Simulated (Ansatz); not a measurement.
The input, for Ansatz 0.2.0:

```yaml
crystal:
  periodic: [false, false, false]
  atoms:
    - {symbol: P, position_ang: [0.026848, 0.026689, -0.026776]}
    - {symbol: H, position_ang: [0.834021, 0.836972, 0.781725]}
    - {symbol: H, position_ang: [-1.716553, -1.706391, 1.711933]}
    - {symbol: H, position_ang: [-0.779475, 0.833707, -0.839380]}
    - {symbol: H, position_ang: [0.836977, -0.784434, -0.831468]}
basis:
  gaussian: {orbitals: 6-31G}
total_charge: 1
correlation: {method: fci, electrons: outside_noble_gas}
```

```sh
$ ansatz run in.yaml --threads 1 --pin off --events-out ev --progress --plain --max-ram 2393MiB
```

Task: Roughly how long does this take on 1 thread of Arm Neoverse V1, shared host, and how much host memory?

Result: 4.9 s wall and 0.21 GiB.

```
438 factors; integrals over basis functions are off by at most 7.7e-8 eV
mean field evaluation 1: about -9317.6920 eV, gradient 1.6e1 eV
mean field evaluation 2: about -9317.6948 eV, gradient 1.6e1 eV
mean field evaluation 4: about -9319.9841 eV, gradient 1.7e0 eV
mean field evaluation 8: about -9320.0065 eV, gradient 5.4e-6 eV
mean field evaluation 16: about -9319.4361 eV, gradient 6.9e0 eV
mean field -9320.00648018 eV, -342.5039208194 hartree, gradient 1.5e-6 eV, S^2 0.000000; 1 other end points of the search recorded, 0 dependent functions left out; unrestricted orbitals would lower it
mean field evaluation 32: about -9322.0017 eV, gradient 2.5e0 eV
unrestricted determinant -9322.10446421 eV, -342.5810203104 hartree, S^2 0.9448
5 core orbitals not correlated: weight in the atoms' cores, before any rotation towards them, 1.000 or more for the frozen orbitals, at most 0.000 for the correlated occupied ones
reference -9320.00648018 eV, -342.5039208194 hartree; 4, 4 occupied and 12, 12 virtual orbitals, 438 factors
state -9324.29256799 eV, -342.6614316413 hartree
Total energy: -9324.29256799 eV, -342.6614316413 hartree
```

Natural occupations: 1.9794 1.9629 1.9629 1.4818 0.5153 0.0287 0.0270 0.0270 0.0034 0.0034 0.0033 0.0025 0.0008 0.0008 0.0007 0.0000.
